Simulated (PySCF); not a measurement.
Below is a simulated gas-phase C 1s photoelectron spectrum of `C(=C=O)=C=O` (carbon suboxide).

Every computed line was given a Gaussian of 0.6 eV full width at half maximum and an area set by the number of equivalent atoms; the highest printed point is 100. The calculation used delta-SCF UKS SCAN, pcX-2 on the ionised atom, pcseg-1 elsewhere, spin-free X2C in PySCF.

binding energy (eV), intensity and a bar:
```
    290.9          0 
    291.0          1 
    291.1          2 #
    291.2          6 ##
    291.3         12 ####
    291.4         22 #######
    291.5         33 ##########
    291.6         44 #############
    291.7         50 ###############
    291.8         48 ##############
    291.9         40 ############
    292.0         28 #########
    292.1         17 #####
    292.2          9 ###
    292.3          4 #
    292.4          2 
    292.5          1 
    292.6          0 
    292.7          0 
    292.8          0 
    292.9          0 
    293.0          0 
    293.1          0 
    293.2          0 
    293.3          0 
    293.4          0 
    293.5          0 
    293.6          0 
    293.7          0 
    293.8          0 
    293.9          0 
    294.0          0 
    294.1          0 
    294.2          0 
    294.3          1 
    294.4          3 #
    294.5          7 ##
    294.6         16 #####
    294.7         31 #########
    294.8         53 ################
    294.9         76 #######################
    295.0         94 ############################
    295.1        100 ##############################
    295.2         91 ###########################
    295.3         71 #####################
    295.4         47 ##############
    295.5         27 ########
    295.6         13 ####
    295.7          6 ##
    295.8          2 #
    295.9          1
```

Q: Count the maxima, the lines and the sites behind this envelope.

A: The curve has 2 maxima (at 291.7 and 295.1 eV). Under it lie 2 lines from 2 inequivalent carbon sites.

Q: Decompose the envelope and assign each component. Numbering: `[O:1]=[C:2]=[C:3]=[C:4]=[O:5]`.

A: 
| position (eV) | relative area | line | atoms | environment |
| --- | --- | --- | --- | --- |
| 291.73 | 1 | C 1s | C3 | central carbon of cumulated double bonds |
| 295.09 | 2 | C 1s | C2/C4 | central carbon of a ketene |

The listed C 1s values span 3.36 eV, from C3 (bonded to 2 C (double bond)) to C2/C4 (bonded to O (double bond) and C (double bond)). Summing the Pauling electronegativity differences to the bonded atoms, each weighted by its formal bond order, gives 0.00 for the lowest site and +1.78 for the highest.

Shake-up satellites, vibrational structure and lifetime widths aren't simulated. The first atom of each set that the bonding makes equivalent was ionised and stands for the set. Isolated species at its PBE0-D3(BJ)/def2-SVP geometry, gas phase.

Hardware: an x86-64 server with one thread (shared host). Cost: 7.6 s wall.
